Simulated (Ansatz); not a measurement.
This geometry of CH3AlF (6 atoms, charge -1, multiplicity 1) is a first-order saddle point.

All numbers below come from Ansatz, RKS B3LYP/def2-SVP.

```xyz
6
Properties=species:S:1:pos:R:3
C -0.811 0.145 -0.768
Al 0.399 0.008 0.632
F 1.967 -0.687 0.781
H -0.501 0.757 -1.641
H -1.238 -0.805 -1.152
H 0.184 0.581 2.148
```

Q: Which two structures does it join? (They come from a converged band through this point; their orientation in space is the band's.)

A: No bond is made or broken. The dihedral H4–C1–Al2–F3 goes from -180 to 0°. The two ends are copies of one structure, up to a mirror image or an exchange of like atoms.

Initial state:

```xyz
6
Properties=species:S:1:pos:R:3
C -0.596 0.013 -0.846
Al 0.448 -0.001 0.654
F 1.913 -0.881 0.836
H -1.528 0.602 -0.898
H -0.406 -0.533 -1.784
H 0.170 0.800 2.038
```

Final state:

```xyz
6
Properties=species:S:1:pos:R:3
C -0.596 0.012 -0.846
Al 0.451 -0.005 0.651
F 1.914 -0.886 0.840
H -0.417 -0.534 -1.786
H -1.523 0.610 -0.889
H 0.170 0.802 2.031
```

Q: How far does it lie above each of them?

A: 0.77 eV above the first and 0.77 eV above the second. This is the barrier of this one path; another mechanism may lie lower. Limits of this set-up: an anion without diffuse functions, the dipole of an ion depends on the origin.

Time of the run: 2.3 min on 1 thread of Arm Neoverse V1, on a shared host, peak memory 0.11 GiB.
